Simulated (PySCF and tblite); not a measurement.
The numbers below are computed, except where a source is named.
C₆H₁₀, numbered as in [CH2:1]=[CH:2][CH2:3][CH2:4][CH:5]=[CH2:6].

Level: PBE0-D3(BJ)/def2-TZVP//PBE0-D3(BJ)/def2-SVP, thermal terms from GFN2-xTB, symmetry numbers and mirror pairs counted. Conformers within 4 kcal/mol (GFN2-xTB free energy) were kept, 7 at most. GIAO shieldings: PBE0/pcSseg-1. Shifts are against TMS (¹H), TMS (¹³C) at the same level. (PySCF 2.14, tblite 0.8.)

Torsions listed: C1–C2–C3–C4, C2–C3–C4–C5, C3–C4–C5–C6. Of a mirror pair one member is shown.

```
conformer              shape   symmetry  E(GFN2) kcal/mol  E(DFT) kcal/mol
        1   -119°, 65°, 122°  C1 (pair)              0.00             0.07
        2     120°, 178°, 0°  C1 (pair)              0.77             0.16
        3   119°, 177°, 119°  C2 (pair)              0.04             0.00
        4  119°, 180°, -119°         Ci              0.07             0.09
        5   122°, -64°, 122°  C2 (pair)              0.10             0.40
```

Not shown: 2 more, 9.5 % in all.

(1) How much do the weights at 298.15 K and the averaged shift of C3/C4 depend on how the conformers are weighted?

For its torsions the set is small; conformers may be missing.

Results:

(1) 
```tsv
weighting	1 (%)	2 (%)	3 (%)	4 (%)	5 (%)	δ (ppm)	rms dipole (D)
DFT energy with thermal terms, symmetry and mirror images (full scheme)	28	23	18	14	8	37.6	0.39
DFT energy with symmetry and mirror images	28	24	16	13	8	37.4	0.39
bare DFT energy	20	17	22	19	11	38.0	0.36
GFN2-xTB energy with symmetry and mirror images	34	9	16	15	15	38.0	0.40
GFN2-xTB free energy	34	9	18	16	15	38.1	0.40
leading conformer alone	100	0	0	0	0	37.8	0.46
equal weights	14	14	14	14	14	37.5	0.42
full scheme, search stopped after three starts	66	0	0	34	0	38.5	0.38
```

The largest departure from the full scheme, 0.9 ppm, comes with: full scheme, search stopped after three starts.
